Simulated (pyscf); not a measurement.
**Concerted two-bond exchange: CH₄ + H₃C–SiH•–Cl → H₃C–SiH•–CH₃ + HCl**

Gas phase, doublet surface, charge 0. Bonds broken: C1–H7, Si2–Cl12. Bonds formed: C1–Si2, H7–Cl12. PySCF, gas phase, ωB97X-D3(BJ)/def2-SVP geometries.

Transition state (Å):

```xyz
12

C     -0.8513    -0.7843    -0.8131
Si     0.1028     0.8018     0.1866
C     -1.1582     1.3517     1.4667
H     -1.1893    -1.8077    -0.5696
H     -0.3018    -0.8315    -1.7627
H     -1.7749    -0.1955    -0.9124
H     -0.1361    -1.0453     0.2647
H     -0.0531     1.6984    -1.0295
H     -0.7864     2.2589     1.9710
H     -1.2889     0.5706     2.2287
H     -2.1295     1.5936     1.0053
Cl     0.8675    -1.2801     1.5718
```

One imaginary mode, 1032i cm⁻¹; descent along it reached the two sides named, in the forms told below.

| bond | change | reactant side (Å) | saddle | product side |
|---|---|---|---|---|
| C1–H7 | breaks | 1.097 | 1.320 | 3.1 |
| Si2–Cl12 | breaks | 2.087 | 2.6 | 3.5 |
| C1–Si2 | forms | 3.9 | 2.104 | 1.881 |
| H7–Cl12 | forms | 2.9 | 1.665 | 1.305 |

Electronic energies relative to the separated reactants (kcal/mol):

| level | barrier | reaction energy | reverse barrier |
|---|---|---|---|
| ωB97X-D3(BJ)/def2-TZVP | 59.2 | +28.3 | 30.9 |
| PBE/def2-TZVP | 51.4 | +27.2 | 24.1 |
| r²SCAN/def2-TZVP | 54.1 | +28.1 | 26.0 |
| B3LYP-D3(BJ)/def2-TZVP | 57.6 | +28.1 | 29.5 |
| PBE0-D3(BJ)/def2-TZVP | 53.6 | +27.0 | 26.6 |
| M06-2X/def2-TZVP | 57.6 | +28.2 | 29.4 |
| ωB97M-D3(BJ)/def2-TZVP | 57.6 | +27.2 | 30.4 |
| HF/def2-TZVP | 80.9 | +29.1 | 51.9 |

With ωB97M-D3(BJ)/def2-TZVP energies and thermal terms (ideal gas, 1 atm, RRHO with modes under 100 cm⁻¹ raised to 100, one conformer, R ln 2 for chiral ones without a mode under 150 cm⁻¹), in kcal/mol:

```tsv
T (K)	ΔH‡	ΔG‡	ΔH	ΔG
298	54.9	64.7	+25.4	+25.0
600	55.6	74.4	+26.1	+24.3
900	56.6	83.5	+26.7	+23.2
1200	57.6	92.4	+27.3	+22.0
```

On the product side the descent ends in a complex, 4.2 kcal/mol under the separated species and 35.1 kcal/mol under the saddle at ωB97X-D3(BJ)/def2-TZVP. This saddle turned up in a search for another step; its sides and bond changes are read from the two ends of the descent. The same reactants have a lower exit, to H₃C–SiH₂–Cl + CH₃• (barrier +22.8 kcal/mol at ωB97M-D3(BJ)/def2-TZVP, against +57.6 kcal/mol here). One saddle was located; it need not be the lowest between these sides.
